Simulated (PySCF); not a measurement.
# The bond of ClF+, level by level

Aim: find the lowest electronic state of ClF+, scan its bond at several levels of theory, and get bond length, wavenumber and dissociation energy from each curve.

Computed with PySCF 2.14.0. Level: Cl def2-TZVPPD, F def2-TZVPPD, no relativity.

### Step 1. Set-up

Settings of the job:

```json
{"atoms": "Cl, F", "charge": "1", "basis": "Cl def2-TZVPPD, F def2-TZVPPD", "Hamiltonian": "no relativity", "basis functions": "91", "electrons treated": "25", "masses in u": "34.9689, 18.9984", "levels": "PBE0, PBE, r²SCAN, PBEsol, B97-3, revPBE, MN15, BHandHLYP, ωB97M-V, HF, MP2, SCS-MP2, CCSD, CCSD(T)", "grid": "80 radial by 434 angular points", "occupations": "held fixed by the projection of orbital angular momentum", "dissociation limit": "Cl+ + F, each in its ground configuration", "starting distance in angstrom": "1.685", "values of 2S to try": "1, 3"}
```

On the command line:

```console
$ OMP_NUM_THREADS=2 python dia.py task.json out
```

After this run come: PBE0 along the bond; Other states along the same grid; PBE; r²SCAN (meta-GGA); PBEsol (GGA); B97-3 (global hybrid GGA); revPBE (GGA); MN15; BHandHLYP; ωB97M-V; UHF; Adding correlation.

**Question.** What will these runs give? Wanted: for each run, Re; ωe; De; μ.

As calculated:

Lowest PBE0 solution found, without spin–orbit coupling: ²Π (doublet), unpaired electrons π ↑. The other levels ran on it alone.

| level | Re (Å) | ωe (cm⁻¹) | De (eV) | μ (D) |
| --- | --- | --- | --- | --- |
| UHF-CCSD | 1.531 | 945 | 2.46 | n/a |
| UHF-CCSD(T) | 1.542 | 920 | 2.71 | n/a |
| PBE | 1.558 | 896 | 3.75 | -1.55 |
| PBEsol | 1.546 | 924 | 4.17 | -1.51 |
| revPBE | 1.564 | 884 | 3.46 | -1.54 |
| r²SCAN | 1.541 | 938 | 3.27 | -1.60 |
| PBE0 | 1.525 | 983 | 3.11 | -1.68 |
| B97-3 | 1.529 | 971 | 3.14 | -1.69 |
| MN15 | 1.515 | 1004 | 3.22 | -1.70 |
| BHandHLYP | 1.511 | 1014 | 2.37 | -1.88 |
| ωB97M-V | 1.528 | 986 | 3.17 | -1.72 |

De is counted to Cl+ + F in their ground configurations. A positive dipole points from Cl to F; in an ion it is taken about the centre of mass and does not tell which atom is negative. No constants: UHF (the points don't follow one smooth fit); UHF-MP2 (the points don't follow one smooth fit); UHF-SCS-MP2 (the points don't follow one smooth fit).

In words: Bond lengths run from 1.511 Å (BHandHLYP) to 1.564 Å (revPBE). Of the levels with a De here, BHandHLYP gives the least (2.37 eV) and PBEsol the most (4.17 eV).

Correlated steps freeze 6 core orbitals. T1 is 0.029 near the minimum (highest on the curve 0.077), which may point to more than one leading configuration.
